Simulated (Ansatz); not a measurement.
A made-up structure of CH4NS, doublet:

```
7
angstrom
N 0.4206 -0.0401 0.2877
C -0.5329 0.2146 -0.7622
S 0.8747 -1.7309 0.4683
H -1.3799 -0.4151 -0.6642
H -0.8569 1.2237 -0.7454
H 0.1143 0.2109 1.2277
H 1.2669 0.5049 0.1232
```

It is relaxed with PBE-D4/def2-SVP and then PBE0-D4/def2-TZVP (Ansatz 0.2.0). Atoms count as bonded within 1.22 times the sum of their covalent radii (H–H: 0.88 Å). The end point is not checked to be a true minimum.

(1) Does its bonding change? (A judgement: the text doesn't fix the answer.)

Answers

(1) By the calculation: No: no bond forms or breaks.

Where it ends: The first stage lowers the energy by 0.81 eV in 10 steps. It ends as CH₄NS ([CH2][NH2][S]):
N1  (0.373, 0.039, 0.440)
C2  (-0.693, 0.376, -0.450)
S3  (1.011, -1.575, -0.106)
H4  (-1.589, -0.212, -0.312)
H5  (-0.371, 0.652, -1.443)
H6  (0.053, -0.035, 1.401)
H7  (1.122, 0.723, 0.407)
(Å)

Labels in which every atom is bracketed show which atoms are joined, not bond orders.

For scale, one of the runs: PBE0-D4/def2-TZVP relaxation, 123 basis functions, launched by `ansatz run in.yaml --threads 2 --pin off --events-out ev --progress --plain --max-ram 4352MiB`. Hardware: 2 CPU threads of an Arm Neoverse V1, shared host. Wall time about 21 s.
